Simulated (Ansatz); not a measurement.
**SiH4O (singlet): wave-function methods side by side at distance O1–H3 along a hydrogen transfer = 1.054 Å, cc-pVDZ**

One table from this session's results is given with a row withheld; the runs are named, their logs left out.

Method: cc-pVDZ, core rule «outside noble gas», up to 6 orbitals frozen; program: Ansatz 0.2.0, Gaussian basis.

Plan: UHF; CCSD(T) on RHF; CCSD(T) on UHF; BCCD(T) on RHF; CISD; CCSDT(Q) on RHF; CCSDT(Q) on UHF; CASSCF and MRCISD+Q, 2 electrons in 2 orbitals; CASSCF and NEVPT2, 2 electrons in 2 orbitals.

6 further runs of the same task are left out: 2 for a mislabelled method, 4 that didn't finish.

**The system**

The geometry derives from fragments relaxed apart (PBE0/def2-TZVP) and kept rigid, so it is no stationary point. A hydrogen atom is moved between rigid fragments.

6 atoms, charge 0, spin multiplicity 1.

Atoms are counted from 1 here; the program's logs count them from 0.

Bond lengths: O1–H2 0.960 Å, O1–H3 1.054 Å, Si4–H5 1.526 Å, Si4–H6 1.526 Å. Angles: H2–O1–H3 105.1°, H5–Si4–H6 91.2°.

Set-up of the first run:

Contents of in.yaml:

```yaml
crystal:
  periodic: [false, false, false]
  atoms:
    - {symbol: O, position_ang: [-1.956189, 0.017219, 0.000000]}
    - {symbol: H, position_ang: [-2.205499, 0.943795, 0.000000]}
    - {symbol: H, position_ang: [-0.902189, 0.017219, 0.000000]}
    - {symbol: Si, position_ang: [1.102811, 0.017219, 0.000000]}
    - {symbol: H, position_ang: [1.714991, -0.857065, 1.090012]}
    - {symbol: H, position_ang: [1.714991, -0.857065, -1.090012]}
basis:
  gaussian: {orbitals: cc-pVDZ}
magnetization: {spin_polarized: true, initial_magnetization: 0}
hamiltonian: {xc: hf}
output: {orbitals: {seedname: orbitals}}
```

Started as:

```console
ansatz run in.yaml --threads 1 --pin off --events-out ev --progress --plain --max-ram 2393MiB
```

Among the steps run: UHF; CCSD(T) on RHF; CCSD(T) on UHF; BCCD(T) on RHF; CISD; CCSDT(Q) on RHF; CCSDT(Q) on UHF; CASSCF and MRCISD+Q, 2 electrons in 2 orbitals; CASSCF and NEVPT2, 2 electrons in 2 orbitals.

One table of the session follows, with a row left open; its other results are not shown here.

It belongs to the step «Misses and costs». 

| method | from RCCSDT(Q) (kcal/mol) |
| --- | --- |
| RHF | +216.85 |
| UHF | +214.48 |
| RMP2 | +27.78 |
| UMP2 | ? |
| CISD | +25.70 |
| RCCSD | +5.44 |
| UCCSD | +5.88 |
| RCCSD(T) | +1.04 |
| UCCSD(T) | +1.36 |
| BCCD(T) | +1.02 |
| RCCSDT | +0.48 |
| UCCSDT | +0.52 |
| RCCSDT(Q) | 0 |
| UCCSDT(Q) | +0.01 |

**Question.** Estimate the row for UMP2.

As computed: from RCCSDT(Q) (kcal/mol): +31.58. In the column «from RCCSDT(Q) (kcal/mol)» it lies between RMP2 (+27.78) and UHF (+214.48).

Left out of the table: CASSCF pair, NEVPT2 pair, MRCISD pair, MRCISD+Q pair (the active space lost an orbital or holds another state than full CI finds).

Caveats from the session: Restricted and unrestricted rows rest on different reference determinants; where their highest levels disagree by more than a few hundredths of an eV, they describe different states and don't form one ladder. Warnings in the runs' records: passed over end.
